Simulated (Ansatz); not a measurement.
# Band gap of B20 (FeSi-type) FeSi: levels of theory against measurement

Reference value: 0.05 eV (measured, temperature not stated, no zero-point or thermal correction, indirect, transport; lower end of the printed range; as tabulated in Tomczak (2018), arXiv:1802.07220).

| level (code) | value (eV) | cell (Å³/atom) | difference (eV) |
|---|---|---|---|
| LDA (Ansatz) | 0.09 (indirect) | 11.29 | +0.04 |
| BLYP (Ansatz) | 0.15 (indirect) | 11.29 | +0.10 |
| PBE (Ansatz) | 0.13 (indirect) | 11.29 | +0.08 |
| PBE-D3(BJ) (Ansatz) | 0.17 | 10.66 | +0.12 |
| PBE-D4 (Ansatz) | 0.17 | 10.69 | +0.12 |
| PBEsol-D3(BJ) (Ansatz) | 0.15 (indirect) | 10.39 | +0.10 |
| rVV10 (Ansatz) | 0.17 | 11.09 | +0.12 |
| r²SCAN+rVV10 (Ansatz) | 0.33 | 10.61 | +0.28 |
| PBE0 (Ansatz) | 2.19 (indirect) | 10.50 | +2.14 |

The reference is too small against the doubts on it for a ranking.

Computed values are for a static lattice; measured ones hold zero-point and thermal shifts unless a correction is named. The crystal itself was run without spin with LDA, BLYP, PBE, PBE-D3(BJ), PBE-D4, PBEsol-D3(BJ), rVV10, r²SCAN+rVV10, PBE0; a magnetic state was not tried in these runs. Values are at the level's own equilibrium cell; LDA at the measured cell; BLYP at the measured cell; PBE at the measured cell. Cutoffs and k meshes differ between the levels. Ansatz's density-functional and Hartree–Fock values are scalar-relativistic unless marked +SOC, with PAW data made under PBE.

Differences are worked out from the printed values.

Ansatz is a quantum-chemistry and plane-wave program.
